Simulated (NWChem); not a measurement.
**Total energies of C (-1)**

SMILES: [C-]
```xyz
1

C      0.0000     0.0000     0.0000
```
Charge -1, spin multiplicity 4.

All runs are NWChem calculations.

Basis set: def2-SVPD (20 functions).

```csv
method,total energy (Ha)
UHF,-37.64911
UMP2,-37.72086
UB2PLYP,-37.79505
UPBE,-37.77710
UB3LYP,-37.83570
Ur2SCAN,-37.81778
```

Total energies of different functionals aren't comparable as a measure of quality: only differences taken within one method are. 

The correlated methods keep 1 core orbital frozen. B3LYP has NWChem's definition, with VWN1-RPA local correlation. No SCF solution was tested for a lower state. Open-shell Hartree-Fock references start from PBE0 orbitals.
